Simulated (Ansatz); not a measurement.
`CC1=CCCO1`, charge 0, multiplicity 1.

(1) Give a relaxed structure at PBE0-D4/def2-TZVP (Ansatz). (An estimate is asked.)

Answers

(1) The calculation gave: 
Z-matrix (Å, degrees):
```
C
C 1 1.478
H 1 1.094 2 110.3
H 1 1.093 2 110.6 3 -118.5
H 1 1.089 2 110.6 3 120.5
C 2 1.331 1 131.3 3 -120.1
O 2 1.364 1 114.7 3 58.6
C 6 1.501 2 109.0 1 176.4
H 6 1.079 2 125.3 1 0.5
C 7 1.436 2 106.9 1 172.2
H 8 1.097 6 111.6 2 -107.9
H 8 1.093 6 113.8 2 130.8
H 10 1.095 7 107.7 2 -103.6
H 10 1.090 7 108.0 2 139.0
```
This is one stationary point; other conformers may exist.
